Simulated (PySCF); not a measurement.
## SO3: from structure and modes to constants

All numbers come from PySCF, PBE, basis S def2-TZVP, O def2-TZVP (no relativity, density fitting).

The singlet minimum has D3h symmetry. Masses (u): S 31.97207, O 15.99492.

```xyz
4
charge 0 multiplicity 1, angstrom
S     0.0000    0.0000    0.0000
O     1.4442    0.0000    0.0000
O    -0.7221    1.2507    0.0000
O    -0.7221   -1.2507    0.0000
```

Harmonic wavenumbers (cm⁻¹): 468.5 (a2'', ×1), 496.9 (e', ×2), 1021.2 (a1', ×1), 1346.7 (e', ×2).

Question: Find the principal moments of inertia and the rotational constants. What kind of rotor is it?

Answer: About the centre of mass I = 50.043, 50.043, 100.09 u Å². With B = 16.8576/I this gives 0.3369, 0.3369, 0.1684 cm⁻¹. The molecule is an oblate symmetric top.

Question: What is the harmonic zero-point energy?

Answer: Half the sum of all 6 wavenumbers, 5177/2 = 2588 cm⁻¹, which is 31.0 kJ/mol (1 cm⁻¹ = 0.0119627 kJ/mol).

Question: Find the vibrational entropy and heat capacity at 298.15 K.

Answer: With u = 1.43878 ω/T, each mode gives S = R[u/(eᵘ−1) − ln(1−e⁻ᵘ)] and C = R u² eᵘ/(eᵘ−1)².
```
   ω (cm⁻¹)      u  S (J/(mol K))  C (J/(mol K))
      468.5  2.261           3.10           5.52
 496.9 (×2)  2.398           2.79           5.26
     1021.2  4.928           0.36           1.48
1346.7 (×2)  6.499           0.09           0.53
```
The sums over all modes are S = 9.2 and C = 18.6 J/(mol K); the softest mode gives 34 % of the entropy (each member, where degenerate).

Question: Give the standard entropy (298.15 K, 1 bar) by its translational, rotational, vibrational and spin parts, and Cp.

Answer: Sackur–Tetrode with M = 79.96 u gives 163.5; rotation with symmetry number 6 gives 85.3; vibration 9.2; spin R ln 1 = 0.0. The total is 258.0 J/(mol K), and Cp = 4 R + 18.6 = 51.8 J/(mol K).
